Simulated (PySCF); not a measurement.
# Löwdin shares of the frontier orbitals

Species: P4H4.
Z-matrix (Å and degrees, GFN2-xTB geometry), rows numbered from 1:
```
P 
P   1  2.2021
P   2  2.2349  1   87.72
P   1  2.2019  2   86.28  3   -27.49
H   1  1.3970  2   95.42  3  -122.52
H   2  1.3960  1   95.84  3   -96.25
H   3  1.4026  2   94.85  1   -67.31
H   4  1.3964  1   95.84  2   123.62
```

Method: TDDFT CAM-B3LYP/def2-SVPD, vertical, gas phase, core orbitals frozen in the response in PySCF 2.14.0, density-fitted response routines.

Frontier orbitals with the atoms that hold most of them (Löwdin shares over 4%, at most four atoms; ? is withheld):

```csv
orbital,ε (eV),atoms
LUMO+2,0.33,"P3 20%, P4 19%, P2 19%, H7 11%"
LUMO+1,-0.25,"P4 24%, P2 24%, P3 19%, P1 19%"
LUMO,-0.32,?
HOMO,?,"P1 34%, P3 22%, P2 16%, P4 16%"
HOMO-1,-8.55,?
HOMO-2,-8.96,"P3 38%, P4 18%, P2 18%, P1 12%"
HOMO-3,-10.39,"P1 31%, P3 26%, H7 12%, P2 12%"
```

Give the leading atoms of the HOMO-1.

P2 (bonded to 2 P and H) 34%; P4 (bonded to 2 P and H) 34%; P1 (bonded to 2 P and H) 13%; P3 (bonded to 2 P and H) 13%.

Which atoms hold the LUMO, and with what shares?

P3 (bonded to 2 P and H) 26%; P1 (bonded to 2 P and H) 21%; P2 (bonded to 2 P and H) 20%; P4 (bonded to 2 P and H) 20%.

What is the HOMO energy, and the HOMO–LUMO gap?

ε(HOMO) = -7.79 eV; the gap is 7.48 eV (0.2748 hartree).

How does S1 compare with the orbital gap of 7.48 eV?

S1 is at 4.17 eV (f = 0.0064), 3.31 eV below the gap, made of HOMO→LUMO (97%). 

One configuration dominates each of S1, S2, S3, S5, S6 and S7. Which, and how do the shares of the two leading atoms of either orbital change from the occupied to the empty one?

- S1 (4.17 eV, f 0.0064), HOMO→LUMO (97%): P1 34% → 21%, P3 22% → 26%
- S2 (4.35 eV, f 0.0075), HOMO→LUMO+1 (96%): P1 34% → 19%, P3 22% → 19%, P4 16% → 24%, P2 16% → 24%
- S3 (4.83 eV, f 0.0004), HOMO-1→LUMO+1 (97%): P2 34% → 24%, P4 34% → 24%
- S5 (5.12 eV, f 0.015), HOMO-1→LUMO (83%): P2 34% → 20%, P4 34% → 20%, P3 13% → 26%, P1 13% → 21%
- S6 (5.31 eV, f 0.055), HOMO-2→LUMO (91%): P3 38% → 26%, P4 18% → 20%, P1 12% → 21%
- S7 (5.50 eV, f 0.047), HOMO-2→LUMO+1 (85%): P3 38% → 19%, P4 18% → 24%, P2 18% → 24%

Hardware: x86-64 server, one thread, shared host. Cost: 18 s of wall time.
